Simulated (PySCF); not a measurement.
Structure with atom numbers: `[CH3:1][C:2]#[C:3][CH2:4][Cl:5]`. Each H is labelled by its parent atom.

- coordinates at the GFN2-xTB level
- NMR shieldings at PBE0/pcSseg-1/GIAO
- run in PySCF 2.14
- no solvent model, fast rotation and ring inversion assumed for equivalent nuclei, a single conformation, non-relativistic

References, each an isolated molecule treated in the same way: TMS for ¹³C, ¹H; HCl for ³⁵Cl.

| atoms | nucleus | count | Hirshfeld charge | δ (ppm) |
| --- | --- | --- | --- | --- |
| C3 | ¹³C | 1 | -0.08 | 81.2 |
| C1 | ¹³C | 1 | -0.09 | 5.0 |
| Cl5 | ³⁵Cl | 1 | -0.08 | ? |
| H(C1) | ¹H | 3 | 0.06 | ? |
| H(C4) | ¹H | 2 | 0.06 | 4.24 |
| C4 | ¹³C | 1 | -0.02 | 38.6 |
| C2 | ¹³C | 1 | -0.04 | 93.3 |

Complete the table.

Answers


- H(C1): 2.07 ppm, hydrogen on a propargylic methyl carbon
- Cl5: 151 ppm, chlorine bonded to C

Carbons that carry Cl, above all several Cl atoms, come out too deshielded, partly because spin–orbit coupling is missing. Shifts are as computed. Against solution values, carbons near 30 ppm lie about +3 ppm off and those near 130 ppm about +5 ppm; carbons on Cl a further +6 ppm (rms about the fit 2.1 ppm; single classes can miss by 10 ppm). Of 1328 compounds with measured shifts, 309 miss one by over three times the rms of a fit or turn the order of signals round; such compounds aren't used in these exercises. Signals without a measured value on file couldn't be tested in this way; 1H shifts scatter by 0.2 ppm about their fit, and single ones miss by 0.5 ppm.
